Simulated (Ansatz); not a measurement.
This Ansatz (a first-principles code) input (PBE0/def2-SV(P)) gives -99.67157 Eh with 16 basis functions. A basis named .json is the Basis Set Exchange file of that set (core-valence sets with the plain set on hydrogen).

Ansatz 0.2 input:
```yaml
crystal:
  periodic: [false, false, false]
  atoms:
    - {symbol: F, position_ang: [-0.00000000, -0.00000000, -0.10164744]}
    - {symbol: H, position_ang: [0.00000000, 0.00000000, 0.91482694]}
basis:
  gaussian:
    orbitals: def2-SV_P_.json
hamiltonian:
  xc: {name: PBE0}
total_charge: 1
magnetization: {spin_polarized: true, initial_magnetization: 1}
```

Change:
```diff
- orbitals: def2-SV_P_.json
+ orbitals: def2-SVP
```

Problem. What does the run give now?

Solution. -99.68519 Eh (PBE0/def2-SVP, 19 functions), a change of -13.62 mEh.
